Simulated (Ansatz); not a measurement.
Reaction (SMILES): C=O (CH2-O) → O=[CH] (CH-O) + H atom
B3LYP-D3(BJ)/def2-TZVP geometries, fixed; electronic energies without zero-point terms.

How fast the bond dissociation energy converges with the basis for several methods (Ansatz, a program for electronic structure): deviation from each method's own reference, in kcal/mol. References: B3LYP 93.16 kcal/mol, the value in aug-pcseg-3; CCSD(T) 95.40 kcal/mol, Hartree-Fock in aug-cc-pVQZ plus the correlation part extrapolated as X^-3 from aug-cc-pVTZ and aug-cc-pVQZ; HF 75.06 kcal/mol, the value in aug-pcseg-3; MP2 94.09 kcal/mol, Hartree-Fock in aug-cc-pVQZ plus the correlation part extrapolated as X^-3 from aug-cc-pVTZ and aug-cc-pVQZ; PBE 90.74 kcal/mol, the value in aug-pcseg-3; r2SCAN 91.03 kcal/mol, the value in aug-pcseg-3. Cartesian d functions, on some or all atoms, in 6-31G*; all else is spherical. In correlated methods cores are frozen. Open shells are unrestricted. No added dispersion term, no relativity. 

| basis | functions | B3LYP | CCSD(T) | HF | MP2 | PBE | r2SCAN |
|---|---|---|---|---|---|---|---|
| 6-31G* | 34 | 1.05 | -8.11 | 0.43 | -8.59 | 1.52 | 0.76 |
| pcseg-1 | 38 | -0.76 | -4.14 | 0.68 | -5.19 | -0.59 | -0.20 |
| 6-311+G** | 56 | -0.08 | -3.95 | 0.02 | -4.65 | 0.13 | 0.08 |
| cc-pVTZ | 88 | -0.06 | -1.29 | -0.14 | -1.78 | 0.09 | -0.03 |
| def2-TZVPP | 90 | -0.08 | -1.32 | -0.18 | -1.76 | 0.06 | -0.11 |
| def2-TZVPD | 95 | -0.17 | -2.89 | -0.31 | -3.49 | -0.04 | -0.21 |
| def2-TZVPPD | 111 | 0.05 | -1.13 | -0.12 | -1.55 | 0.15 | -0.01 |
| aug-pcseg-2 | 138 | 0.05 | -0.72 | 0.15 | -1.14 | 0.09 | 0.10 |

Mean absolute deviation over 6-311+G**, cc-pVTZ, def2-TZVPP, def2-TZVPD, def2-TZVPPD, aug-pcseg-2: B3LYP 0.08, r2SCAN 0.09, PBE 0.09, HF 0.15, CCSD(T) 1.88, MP2 2.39 kcal/mol.
